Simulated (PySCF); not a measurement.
Electric field gradients and quadrupole coupling constants

C4H6S.
Cartesian coordinates in Å at the PBE0-D3(BJ)/def2-SVP level; atoms count from 1:
```
atom  x, y, z in Å
C1    -2.1876    0.5717    0.1165
C2    -0.8779   -0.0472   -0.0042
C3     0.2145   -0.5610   -0.1189
C4     1.5316   -1.1611   -0.2235
S5     2.8492   -0.0049   -0.7561
H6    -2.7090    0.5915   -0.8532
H7    -2.1035    1.6102    0.4731
H8    -2.8242    0.0243    0.8292
H9     1.5391   -1.9528   -0.9895
H10    1.8230   -1.6365    0.7260
H11    2.6762    0.8750    0.2520
```

Field gradients from the PBE0/pcSseg-1 density (PySCF, non-relativistic), principal values in atomic units, ordered |Vxx| ≤ |Vyy| ≤ |Vzz|:

| atom | Vxx | Vyy | Vzz |
| --- | --- | --- | --- |
| S5 | 0.5983 | 2.4736 | -3.0719 |

Q: Find the asymmetry η = (Vxx − Vyy)/Vzz and the couplings χ = eQV/h (234.96 MHz × Q in barn × V in au), with Q(33S) = −0.0678 b.

A: 
| atom | environment | nucleus | η | χzz (MHz) | χxx (MHz) | χyy (MHz) |
| --- | --- | --- | --- | --- | --- | --- |
| S5 | thiol sulfur | 33S | 0.61 | 48.94 | -9.53 | -39.41 |

The tensor is traceless: Vxx + Vyy + Vzz = 0.

Q: What is Vzz at S5 in SI units (1 au = 9.71736 × 10²¹ V/m²)?

A: -3.0719 au = -29.851 × 10²¹ V/m².

Q: And the gradient at the other heavy atoms, for which no coupling is worked out here?

A: 
```csv
atom,environment,Vzz (au),η
C1,propargylic carbon,0.131,0.03
C2,alkyne carbon,-0.250,0.15
C3,alkyne carbon,-0.213,0.06
C4,sp3 carbon bound to sulfur,0.238,0.63
```

Were the hydrogens deuterons (Q(2H) = 0.00286 b), χzz would run from 150 kHz (H11) to 194 kHz (H6, H7 and H8).

The structure is a single PBE0-D3(BJ)/def2-SVP conformer in the gas phase; no vibrational or solvent corrections. The small basis limits the accuracy of the gradients.

The run behind these numbers computed NMR shieldings as well. The run took 7.7 s wall on Arm Neoverse V2, one thread, no GPU (shared host).
